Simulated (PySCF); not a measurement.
## Working out the ionisation energy of Si

Si [Ne] 3s2 3p2 (3P) → Si⁺ [Ne] 3s2 3p1 (2P). Computed with PySCF 2.14 in cc-pVTZ-DK, with scalar relativity by spin-free X2C-1e. Frozen: [Ne]. Energies in hartree (1 hartree = 27.21139 eV):

```csv
part,Si (lower),Si⁺ (upper)
UHF,-289.458977,-289.178594
CCSD correlation,-0.074165,-0.058357
(T),-0.002437,-0.001074
```

Q: What does Hartree-Fock give?

A: (-289.178594) − (-289.458977) = 0.280383 hartree = 7.630 eV.

Q: What do CCSD and CCSD(T) give?

A: The CCSD correlation energies differ by 0.015808 hartree = 0.430 eV and the triples by 0.001363 hartree = 0.037 eV, so CCSD gives 8.060 eV and CCSD(T) 8.097 eV.

Measured between the centres of the two terms (NIST): 8.157 eV, so CCSD(T) (valence) is off by -0.060 eV.

What remains against the reference includes basis incompleteness, the frozen core and higher excitations.
